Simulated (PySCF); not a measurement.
Predicted microwave data (PySCF, PBE0-D3(BJ)/def2-TZVP geometry optimisation, gas phase) for one isomer of C4H5NO:

- Rotational constants: A = 9261, B = 3756, C = 2717 MHz
- Dipole components: |μa| = 0.07 D, |μb| = 1.38 D, |μc| = 0.02 D
- Inertial defect: -3.14 u·Å²
- κ: -0.68

**Question.** Which structure is it? (One computed conformer of each.)
A. 3-methylisoxazole, `Cc1ccon1`
B. 2-methyloxazole, `Cc1ncco1`
C. 4-methyloxazole, `Cc1cocn1`

**Answer.** B. It is Cc1ncco1, an asymmetric top. The candidates at the same level (rigid rotor, commonest isotopes):

```
  SMILES  A (MHz)  B (MHz)  C (MHz)  μa (D)  μb (D)  μc (D)  Δ (u·Å²)  point group           rotor
Cc1ncco1     9261     3756     2717    0.07    1.38    0.02     -3.14      near Cs  asymmetric top
Cc1ccon1     9300     3566     2620    0.57    2.88    0.00     -3.13           Cs  asymmetric top
Cc1cocn1     9386     3571     2629    0.13    1.36    0.00     -3.12           Cs  asymmetric top
```

`Cc1ccon1` has B 5 % too low; `Cc1cocn1` has B 5 % too low. No structure here is proved a minimum.
